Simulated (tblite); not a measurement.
# C3H11P3: the cost of one run

The runs use tblite 0.8.0 and PySCF 2.14.0, with density-fitted response routines of our own; the level of theory stands in each step. All values are computed, except where a source is named. Atoms are numbered from 0 throughout.

## 1. Starting geometry

17 atoms, charge 0, multiplicity 1; geometry from: force field or distance geometry start.

Bonds of the start (Å): C0–P1 1.85, P1–P2 2.17, P1–C3 1.85, C3–C4 1.50, C4–P5 1.83, C0–H6 1.12, C0–H7 1.12, C0–H8 1.12, P2–H9 1.44, P2–H10 1.43, C3–H11 1.11, C3–H12 1.13, C4–H13 1.13, C4–H14 1.11, P5–H15 1.44, P5–H16 1.44.

## 2. Relaxing the molecule with GFN2-xTB

The job: settings as JSON, then the geometry in Å.

```
{"job": {"kind": "relax", "xc": "GFN2-xTB", "basis": "xTB"}, "charge": 0, "multiplicity": 1}
C     -1.643100     1.601100    -0.355400
P     -1.126200    -0.171600    -0.431800
P     -2.698400    -1.578800     0.088000
C      0.486800    -0.496900     0.410200
C      1.576000     0.148800    -0.392000
P      3.261300    -0.066800     0.278200
H     -2.715200     1.629600    -0.045600
H     -1.482800     2.104700    -1.340500
H     -1.073300     2.118700     0.451900
H     -3.621300    -1.131000     1.102300
H     -2.297000    -2.947300     0.168700
H      0.707400    -1.580000     0.543000
H      0.433100    -0.014900     1.434100
H      1.369100     1.254300    -0.357500
H      1.575800    -0.170800    -1.452100
H      3.675600    -1.444200     0.414500
H      3.565300     0.757000     1.422500
```

The run is started by

```
OMP_NUM_THREADS=1 python probes_run.py task.json out
```

The driver reads the jobs from task.json and runs them one after another.

**Question.** How long does this first job take on 1 thread of Arm Neoverse V2, shared host, and how much memory does it need?

About 1.2 s, with a peak of 0.18 GiB.
